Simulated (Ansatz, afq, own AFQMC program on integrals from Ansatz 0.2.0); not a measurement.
## Where AFQMC and coupled cluster stand for SiNH$_{3}$⁺, doublet

```xyz
5

Si    0.0000   -0.0811    0.6246
N     0.0000    0.0494   -1.0775
H     0.0000    1.4343    0.8505
H     0.0000    0.9052   -1.6101
H     0.0000   -0.7657   -1.6709
```

Connectivity, by distances: SiH–NH2.

Basis cc-pVDZ. Only valence electrons are correlated. AFQMC by an in-house program on the Cholesky factors that Ansatz 0.2.0 writes for its CCSD(T) run. ph-AFQMC/CISD is guided by a CISD state made of CCSD amplitudes; releasing the constraint for a short imaginary time cuts its bias at the price of noise, slowly where states lie close. Error bars are statistical, one sigma.

Determinant: UHF, the one that the program's search chose, which needn't be the lowest solution. The geometry is a PBE0/def2-TZVP stationary point of this or a neighbouring charge and spin state.

No full CI on the walks' own integrals is used here. The released AFQMC energy serves as the reference, which it does only where one determinant dominates, the energy is flat over the last release times and near the phaseless one (40 meV or 2 meV an electron, half that with transition metals). On small molecules, where full CI could be run and the noise was under 10 meV, such values lay within 10 meV of it in 19 cases of 20, a flattering rate, since the rule was set on those same cases; what remains of the bias isn't in the error bar.

Cautions: the released value is read at 1.62 1/Eh with a noise of 19 meV, more than in the cases checked, later times being too noisy (meV from the phaseless value at times in 1/Eh: -17 ± 13 at 0.24, -14 ± 14 at 0.51, -7 ± 15 at 0.99, -34 ± 19 at 1.62, -50 ± 30 at 2.40).

```
T1 diagnostic                               : 0.0243
weight of the determinant in the CISD state : 0.882
⟨S²⟩ of the determinant                     : 0.775
size of the correlated space                : 11 electrons in 41 orbitals
```

Reference: AFQMC with the constraint released, correlation energy -7.452 ± 0.019 eV.

```
        level  E − E(reference) (mEh)  share of correlation (%)
           HF           273.87 ± 0.70                      0.00
          MP2            34.86 ± 0.70                     87.27
         CCSD            10.06 ± 0.70                     96.33
      CCSD(T)             1.72 ± 0.70                     99.37
  ph-AFQMC/HF             3.10 ± 2.72                     98.87
ph-AFQMC/CISD             1.26 ± 0.87                     99.54
```

A walk keeps the symmetry of its determinant, which the program's search chose and which needn't be the lowest solution, so a lower state of the same spin and another symmetry isn't excluded. Released energies are given only where the last usable release times agree within the noise; a slower fall can still hide under it.
